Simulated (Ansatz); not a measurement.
# C3H3NO: the cost of one run

Program: Ansatz 0.2.0. Level of theory: the levels named in each step. These are calculated values, not measurements.

## Step 1: Starting point

Bond lengths: C1–C2 1.324 Å, C2–N3 1.367 Å, N3–C4 1.190 Å, C4–O5 1.158 Å, C1–H6 1.076 Å, C1–H7 1.074 Å, C2–H8 1.084 Å. Angles: C1–C2–N3 121.7°, C1–C2–H8 122.4°, N3–C2–H8 116.0°, C2–C1–H6 121.5°, C2–C1–H7 120.9°, H6–C1–H7 117.6°, C2–N3–C4 148.5°, N3–C4–O5 170.1°.

Structure file:

```xyz
8

C    -2.3454   -0.3908   -0.1789
C    -1.2404   -0.1166    0.4973
N    -0.0250   -0.0235   -0.1215
C     1.1450    0.1724   -0.0343
O     2.2866    0.3328   -0.1477
H    -2.3289   -0.5491   -1.2425
H    -3.2934   -0.4629    0.3205
H    -1.2415    0.0474    1.5693
```

## Step 2: A rough first relaxation, PBE-D4/def2-SVP

This run stands in another session on the same molecule. It ended at:

```xyz
8

C    -2.3856   -0.3975   -0.1803
C    -1.2273   -0.1217    0.4510
N    -0.0108   -0.0322   -0.2017
C     1.1771    0.1757   -0.0469
O     2.3458    0.3596   -0.0299
H    -2.4193   -0.5679   -1.2664
H    -3.3203   -0.4546    0.3937
H    -1.2026    0.0484    1.5428
```

## Step 3: Relaxation, HF/STO-3G

Input file input.yaml:

```yaml
crystal:
  periodic: [false, false, false]
  atoms:
    - { symbol: C, position_ang: [-2.38559014, -0.3975116, -0.18034966] }
    - { symbol: C, position_ang: [-1.22725791, -0.12169784, 0.45101647] }
    - { symbol: "N", position_ang: [-0.01081125, -0.03223904, -0.2017343] }
    - { symbol: C, position_ang: [1.17709824, 0.17569001, -0.04692929] }
    - { symbol: O, position_ang: [2.34577859, 0.35961077, -0.02994725] }
    - { symbol: H, position_ang: [-2.41932364, -0.56794139, -1.26643463] }
    - { symbol: H, position_ang: [-3.32027764, -0.45458583, 0.39371451] }
    - { symbol: H, position_ang: [-1.20258624, 0.04842491, 1.54284415] }
basis:
  gaussian: { orbitals: STO-3G }
hamiltonian:
  xc: hf
relax:
  f_tol: 0.002
  max_steps: 150
```

The run is started by

```bash
ansatz run input.yaml --threads 2 --pin off --max-ram 5120MiB --backend cpu --events-out ev --progress --plain --runs-dir out
```

What time and memory should one allow on 2 threads of Arm Neoverse V2, shared host?

About 4.8 s, with a peak of 0.1 GiB.
